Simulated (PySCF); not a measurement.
**AlH + 2 HF → AlH₃ + F₂**

Level: PBE0 in the def2-TZVP basis family, all electrons, no relativity, computed in PySCF with density fitting; open shells unrestricted.

| species | state and structure | ZPE (kJ/mol) | H(298 K) − H(0) (kJ/mol) | S° (J/(mol K)) |
| --- | --- | --- | --- | --- |
| AlH | singlet, C∞v, Al–H 1.665 Å | 9.9 | 8.7 | 187.8 |
| HF | singlet, C∞v, H–F 0.920 Å | 24.9 | 8.7 | 173.6 |
| AlH₃ | singlet, D3h, Al–H 1.586 Å (×3) | 48.3 | 10.6 | 207.5 |
| F₂ | singlet, D∞h, F–F 1.376 Å | 6.6 | 8.7 | 201.9 |

(1) Is the gas-phase reaction uphill or downhill in electronic energy at this level, and by how much?

(2) Add zero-point, thermal and entropy terms for 298.15 K and 1 bar.

## Answers

(1) At PBE0/def2-TZVP, ΔE = 410.6 kJ/mol, uphill. 

(2) ΔZPE = -4.8 and Δ[H(298) − H(0)] = -6.8 kJ/mol give ΔH° = 399.0 kJ/mol. ΔS° = -125.6 J/(mol K), so ΔG° = 399.0 − 298.15 × (-0.1256) = 436 kJ/mol.

Only the bonding shown was studied: isomers, or loss of a ligand pair, can lie lower.
